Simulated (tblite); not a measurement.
C3H6FNS.
SMILES with atom numbers: `[NH2:1][C:2](=[S:3])[CH2:4][CH2:5][F:6]` (hydrogens: H7, H8 on N1; H9, H10 on C4; H11, H12 on C5)

Computed with GFN2-xTB (tblite), gas phase: Langevin dynamics at 200 K from the optimised GFN2-xTB geometry, time step 0.5 fs, friction 0.01 fs⁻¹, 2000 steps. The instantaneous temperature is 2·E(kin)/(3Nk) with all 3N coordinates.

```tsv
t (fs)	T (K)	E(pot) above start (eV)	N1–C2 (Å)	C2=S3 (Å)	C2–C4 (Å)	C4–C5 (Å)	C5–F6 (Å)	N1–H7 (Å)	N1–C2–C4–C5 (°)
0	174	0.000	1.339	1.637	1.505	1.527	1.377	1.008	-68
50	126	0.147	1.360	1.628	1.507	1.524	1.390	1.017	-62
100	171	0.173	1.305	1.664	1.518	1.524	1.373	1.034	-63
150	165	0.140	1.327	1.661	1.506	1.534	1.367	1.015	-55
200	223	0.202	1.368	1.616	1.530	1.526	1.422	1.025	-49
250	178	0.246	1.379	1.670	1.484	1.537	1.356	1.001	-43
300	199	0.299	1.342	1.701	1.456	1.537	1.401	0.969	-53
350	225	0.299	1.330	1.673	1.539	1.571	1.414	0.984	-36
400	235	0.260	1.343	1.694	1.501	1.558	1.344	1.029	-29
450	120	0.277	1.360	1.616	1.497	1.536	1.395	1.016	-47
500	188	0.258	1.328	1.607	1.478	1.547	1.387	1.001	-34
550	172	0.317	1.344	1.668	1.472	1.532	1.362	1.019	-55
600	185	0.220	1.373	1.610	1.473	1.529	1.354	0.998	-53
650	170	0.241	1.327	1.635	1.472	1.588	1.413	1.008	-47
700	204	0.271	1.309	1.673	1.467	1.490	1.345	1.039	-50
750	236	0.122	1.323	1.645	1.509	1.535	1.398	1.000	-62
800	170	0.244	1.316	1.605	1.547	1.575	1.398	1.005	-55
850	205	0.173	1.351	1.647	1.498	1.508	1.374	1.041	-50
900	190	0.220	1.319	1.625	1.526	1.553	1.393	1.041	-60
950	172	0.225	1.339	1.650	1.517	1.486	1.339	1.017	-40
1000	130	0.172	1.345	1.622	1.482	1.526	1.405	1.003	-42
```

Task: From 500 fs on, how do temperature and potential energy compare with equipartition?

Result: The mean temperature of these 11 frames is 184 K against the target 200 K, and the mean potential energy 0.22 eV against 30 × kT/2 = 0.26 eV for 30 classical harmonic modes. For 12 atoms in a canonical ensemble the temperature itself scatters by T·√(2/(3N)) = 47 K; here its standard deviation is 26 K. The whole run lasts only 10 friction times of 100 fs, so these averages carry a wide statistical error.

Task: What are the kinetic and total energies of the listed frame with the highest potential energy?

Result: The one at 550 fs, 0.317 eV above the start. Its kinetic energy is 3NkT/2 = 0.267 eV at 172 K, so the sum is 0.58 eV; over the listed frames the sum runs from 0.27 to 0.65 eV, since the thermostat adds and removes energy.

Task: How much do the listed bonds fluctuate from 500 fs on?

Result: 
| bond | at the start (Å) | mean (Å) | standard deviation (Å) |
| --- | --- | --- | --- |
| N1–C2 | 1.339 | 1.334 | 0.018 |
| C2=S3 | 1.637 | 1.635 | 0.022 |
| C2–C4 | 1.505 | 1.495 | 0.026 |
| C4–C5 | 1.527 | 1.534 | 0.030 |
| C5–F6 | 1.377 | 1.379 | 0.024 |
| N1–H7 | 1.008 | 1.016 | 0.016 |

The motion is classical and holds no zero-point motion.

What follows is the cost of the whole dynamics run. Hardware: one thread, Arm Neoverse N1 (aarch64), no GPU, shared host. Cost: 14 s wall, 0.18 GiB resident at most.
